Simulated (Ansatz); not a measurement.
Cohesive energy (eV/atom) of elemental metals (30 solids), computed with PBE (plane waves, PAW; Ansatz, a quantum-chemistry and plane-wave program) and with r²SCAN+rVV10 (Ansatz, PAW). The set holds measured phases with no doubt noted on the run or the magnetic state but for the caveats below. 3 more of the class have both values but aren't in it, for one of these reasons: built or high-temperature cells, doubts on the run or the magnetic state, unlike cells, values of zero, layered or molecular crystals. Solids without a value at one level (not run, failed, or a magnetic order lost), or held back for tests, aren't counted.

All rows, in order of the shift (worked out from unrounded values):

```json
[
 {"solid": "hcp Ti", "PBE": "5.28", "r²SCAN+rVV10": "4.90", "shift (eV/atom)": "-0.38"},
 {"solid": "bcc Mo", "PBE": "6.31", "r²SCAN+rVV10": "6.00", "shift (eV/atom)": "-0.31"},
 {"solid": "hcp Ru", "PBE": "6.76", "r²SCAN+rVV10": "6.69", "shift (eV/atom)": "-0.07"},
 {"solid": "hcp Co", "PBE": "5.02", "r²SCAN+rVV10": "4.96", "shift (eV/atom)": "-0.06"},
 {"solid": "bcc W", "PBE": "8.40", "r²SCAN+rVV10": "8.40", "shift (eV/atom)": "0.00"},
 {"solid": "bcc Fe", "PBE": "4.91", "r²SCAN+rVV10": "4.92", "shift (eV/atom)": "+0.01"},
 {"solid": "bcc Li", "PBE": "1.61", "r²SCAN+rVV10": "1.62", "shift (eV/atom)": "+0.01"},
 {"solid": "bcc K", "PBE": "0.87", "r²SCAN+rVV10": "0.92", "shift (eV/atom)": "+0.05"},
 {"solid": "bcc Rb", "PBE": "0.77", "r²SCAN+rVV10": "0.83", "shift (eV/atom)": "+0.06"},
 {"solid": "bcc Cs", "PBE": "0.71", "r²SCAN+rVV10": "0.78", "shift (eV/atom)": "+0.06"},
 {"solid": "fcc Rh", "PBE": "5.73", "r²SCAN+rVV10": "5.82", "shift (eV/atom)": "+0.10"},
 {"solid": "fcc Ni", "PBE": "4.76", "r²SCAN+rVV10": "4.91", "shift (eV/atom)": "+0.15"},
 {"solid": "hcp Be", "PBE": "3.73", "r²SCAN+rVV10": "3.89", "shift (eV/atom)": "+0.16"},
 {"solid": "hcp Re", "PBE": "7.84", "r²SCAN+rVV10": "8.00", "shift (eV/atom)": "+0.16"},
 {"solid": "fcc Pb", "PBE": "2.95", "r²SCAN+rVV10": "3.11", "shift (eV/atom)": "+0.16"},
 {"solid": "bcc Ta", "PBE": "8.13", "r²SCAN+rVV10": "8.34", "shift (eV/atom)": "+0.21"},
 {"solid": "fcc Ir", "PBE": "7.34", "r²SCAN+rVV10": "7.60", "shift (eV/atom)": "+0.26"},
 {"solid": "white tin (β-Sn)", "PBE": "3.13", "r²SCAN+rVV10": "3.40", "shift (eV/atom)": "+0.27"},
 {"solid": "hcp Hf", "PBE": "6.41", "r²SCAN+rVV10": "6.69", "shift (eV/atom)": "+0.27"},
 {"solid": "fcc Ca", "PBE": "1.91", "r²SCAN+rVV10": "2.21", "shift (eV/atom)": "+0.31"},
 {"solid": "fcc Al", "PBE": "3.43", "r²SCAN+rVV10": "3.74", "shift (eV/atom)": "+0.31"},
 {"solid": "hcp Mg", "PBE": "1.50", "r²SCAN+rVV10": "1.82", "shift (eV/atom)": "+0.32"},
 {"solid": "fcc Sr", "PBE": "1.61", "r²SCAN+rVV10": "1.94", "shift (eV/atom)": "+0.32"},
 {"solid": "body-centred tetragonal In", "PBE": "2.32", "r²SCAN+rVV10": "2.65", "shift (eV/atom)": "+0.33"},
 {"solid": "bcc Ba", "PBE": "1.88", "r²SCAN+rVV10": "2.23", "shift (eV/atom)": "+0.34"},
 {"solid": "hcp Cd", "PBE": "0.75", "r²SCAN+rVV10": "1.33", "shift (eV/atom)": "+0.58"},
 {"solid": "fcc Cu", "PBE": "3.52", "r²SCAN+rVV10": "4.13", "shift (eV/atom)": "+0.61"},
 {"solid": "fcc Ag", "PBE": "2.53", "r²SCAN+rVV10": "3.17", "shift (eV/atom)": "+0.64"},
 {"solid": "fcc Pd", "PBE": "3.71", "r²SCAN+rVV10": "4.43", "shift (eV/atom)": "+0.72"},
 {"solid": "fcc Au", "PBE": "3.05", "r²SCAN+rVV10": "3.82", "shift (eV/atom)": "+0.77"}
]
```

The shift from PBE to r²SCAN+rVV10 has a median of +0.18 eV/atom, and eight in ten lie between -0.06 eV/atom and +0.61 eV/atom; r²SCAN+rVV10 is the larger in 25 and the smaller in 4 of 30.

Ansatz's runs of these crystals have no spin polarisation, but for bcc Fe, hcp Co, fcc Ni. Meta-GGAs and exact exchange favour moments, which can bear on fcc Pd, bcc Fe, hcp Co, hcp Ti, fcc Rh, fcc Ni.

Density-functional runs with spin start from parallel moments for bcc Fe, parallel moments for hcp Co, parallel moments for fcc Ni.

Spin–orbit coupling is left out, also for the solids with elements from indium on (bcc Ta, body-centred tetragonal In, bcc Ba, white tin (β-Sn), bcc W, fcc Ir, hcp Re, bcc Cs, hcp Hf, fcc Pb and 1 more); its size isn't shown.

Free atoms are spin-polarised, in the lowest state found; at levels without +SOC their spin–orbit coupling is left out. Each level is taken at its own relaxed cell. Ansatz's density-functional and Hartree–Fock values are scalar-relativistic unless marked +SOC, with PAW data made under PBE.
